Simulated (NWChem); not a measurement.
System: NH2, doublet; SMILES [NH2]

NWChem input:

```
start job
memory heap 200 mb stack 900 mb global 1100 mb
geometry units angstroms noautosym nocenter noautoz
  N      0.000000     0.000000     0.166678
  H      0.804064     0.000000    -0.471843
  H     -0.804064     0.000000    -0.471843
end
basis spherical
  * library aug-cc-pvtz-j
end
dft
  odft
  mult 2
  xc xpbe96 cpbe96
  iterations 150
end
property
  hyperfine
end
task dft property
```

Output (shortened):

```
             Northwest Computational Chemistry Package (NWChem) 7.3.0
             --------------------------------------------------------

                             Geometry "geometry" -> ""
                             -------------------------

 Output coordinates in angstroms (scale by  1.889725989 to convert to a.u.)

  No.       Tag          Charge          X              Y              Z
 ---- ---------------- ---------- -------------- -------------- --------------
    1 N                    7.0000     0.00000000     0.00000000     0.16667800
    2 H                    1.0000     0.80406400     0.00000000    -0.47184300
    3 H                    1.0000    -0.80406400     0.00000000    -0.47184300

 Effective nuclear repulsion energy (a.u.)       7.5444893523

  pbe96 is a nonlocal functional; adding pw91lda local functional.
                              NWChem Property Module
                              ----------------------

  itol2e modified to match energy
  convergence criterion.

                                 NWChem DFT Module
                                 -----------------

 Summary of "ao basis" -> "ao basis" (spherical)
 ------------------------------------------------------------------------------
       Tag                 Description            Shells   Functions and Types
 ---------------- ------------------------------  ------  ---------------------
 N                       aug-cc-pvtz-j              18       46   9s5p3d1f
 H                       aug-cc-pvtz-j              10       20   6s3p1d

  itol2e modified to match energy
  convergence criterion.

            General Information
            -------------------
          SCF calculation type: DFT
          Wavefunction type:  spin polarized.
          No. of atoms     :     3
          No. of electrons :     9
           Alpha electrons :     5
            Beta electrons :     4
          Charge           :     0
          Spin multiplicity:     2
          Use of symmetry is: off; symmetry adaption is: off
          Maximum number of iterations: 150
          AO basis - number of functions:    86
                     number of shells:    38
          Convergence on energy requested:  1.00D-07
          Convergence on density requested:  1.00D-05
          Convergence on gradient requested:  5.00D-04

              XC Information
              --------------
          PerdewBurkeErnzerhof Exchange Functional  1.000
            Perdew 1991 LDA Correlation Functional  1.000 local
           PerdewBurkeErnz. Correlation Functional  1.000 non-local

[...]

          ----------------------
          Hyperfine Interactions
          ----------------------

 Total Spin Density (Fermi Contact Term)
 ------------------ --------------------
     Atom            x         y         z       Density (a.u.)      Aiso(MHz)     Aiso(Gauss)
     1  14-N      0.00000   0.00000   0.31498       0.063685         20.576781       7.342295
     2   1-H      1.51946   0.00000  -0.89165      -0.012975        -57.997523     -20.694924
     3   1-H     -1.51946   0.00000  -0.89165      -0.012975        -57.997523     -20.694924

           -------------------------------------------
           Anisotropic Interaction (Spin-Dipolar Term)
           -------------------------------------------

 ------------------------------------------------------------
     Atom            x         y         z
 ------------------------------------------------------------
     1  14-N      0.00000   0.00000   0.31498

   Spin-Dipolar term (a.u.)
        xx             yy             zz             xy             xz             yz
 ------------------------------------------------------------------------------------------
      -1.122128       2.269694      -1.147566      -0.000000      -0.000000       0.000000

   Principal Comp. of -hf- tensor (au)            Anisotropic -hfcc- (MHz)               Anisotropic -hfcc- (Gauss)
 --------------------------------------------------------------------------------------------------------------------------
     -1.122128     2.269694    -1.147566     -43.277941    87.536991   -44.259050     -15.442619    31.235322   -15.792703

   Orientation of the principal axis of Hyperfine Tensor w.r.t absolute (molecular) frame
 --------------------------------------------------------------------------------------------------------------------------
      1.000000    -0.000000     0.000000
      0.000000     1.000000    -0.000000
     -0.000000     0.000000     1.000000

 ------------------------------------------------------------
     Atom            x         y         z
 ------------------------------------------------------------
     2   1-H      1.51946   0.00000  -0.89165

   Spin-Dipolar term (a.u.)
        xx             yy             zz             xy             xz             yz
 ------------------------------------------------------------------------------------------
       0.033802      -0.007950      -0.025852       0.000000      -0.102623       0.000000

   Principal Comp. of -hf- tensor (au)            Anisotropic -hfcc- (MHz)               Anisotropic -hfcc- (Gauss)
 --------------------------------------------------------------------------------------------------------------------------
      0.110845    -0.007950    -0.102895      59.141697    -4.241865   -54.899832      21.103193    -1.513600   -19.589592

   Orientation of the principal axis of Hyperfine Tensor w.r.t absolute (molecular) frame
 --------------------------------------------------------------------------------------------------------------------------
      0.799717     0.000000     0.600378
     -0.000000     1.000000    -0.000000
     -0.600378     0.000000     0.799717

 ------------------------------------------------------------
     Atom            x         y         z
 ------------------------------------------------------------
     3   1-H     -1.51946   0.00000  -0.89165

[...]
```

Level: PBE/aug-cc-pVTZ-J, spin-unrestricted, contact and dipolar terms. In the optimisation the excess spin sits in b2 (C2v, its own frame). The geometry was optimised at PBE0-D3(BJ)/def2-TZVP, spin-unrestricted. No stability test was run on the SCF state.
